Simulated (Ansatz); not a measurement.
# BCl2H: the cost of one run

Method: RKS B3LYP/6-31G, in Ansatz 0.2.0.

### 1 The structure to begin with

Bond lengths: B1–H2 1.190 Å, B1–Cl3 1.860 Å, B1–Cl4 1.860 Å. Angles: H2–B1–Cl3 120.0°, H2–B1–Cl4 120.0°, Cl3–B1–Cl4 120.0°.

Structure file:

```xyz
4

B     0.0000    0.0000    0.0000
H     0.0000    0.0000    1.1900
Cl    1.6108    0.0000   -0.9300
Cl   -1.6108    0.0000   -0.9300
```

### 2 Relaxing the start

File input.yaml:

```yaml
crystal:
  periodic: [false, false, false]
  atoms:
    - { symbol: B, position_ang: [0.0, 0.0, 0.0] }
    - { symbol: H, position_ang: [0.0, 0.0, 1.19] }
    - { symbol: Cl, position_ang: [1.6108, 0.0, -0.93] }
    - { symbol: Cl, position_ang: [-1.6108, 0.0, -0.93] }
basis:
  gaussian: { orbitals: "6-31G" }
hamiltonian:
  xc: b3lyp
relax:
  f_tol: 0.02
  max_steps: 40
```

On the command line:

```bash
$ ansatz run input.yaml --threads 1 --pin off --max-ram 2048MiB --backend cpu --events-out ev --progress --plain --runs-dir out
```

What time and memory should one allow on 1 thread of Arm Neoverse N1, shared host?

About 8.8 s, with a peak of 0.095 GiB.
